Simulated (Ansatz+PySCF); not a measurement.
Values are calculated unless marked as measured or tabulated.
Input for Ansatz (development build ahead of 0.2.0):

```yaml
crystal:
  periodic: [false, false, false]
  atoms:
    - { symbol: Al, position_ang: [0.0, 0.0, -0.63094] }
    - { symbol: F, position_ang: [0.0, 0.0, 0.91136] }
basis:
  gaussian: { orbitals: def2-SVP }
hamiltonian:
  xc: hf
scf:
  omitted_lower_state_checks: [starts, atomic_configurations, cluster_reference, orbital_swaps, given_window_search, neighbouring_geometries, increment]
```

The input is written out in the form of the current development build from the run's settings.

Output:

```json
{
 "Converged": "yes",
 "Total energy": "-341.24898 hartree",
 "Spin squared of the determinant": "0.000",
 "Stability test": "minimum among restricted orbitals"
}
```
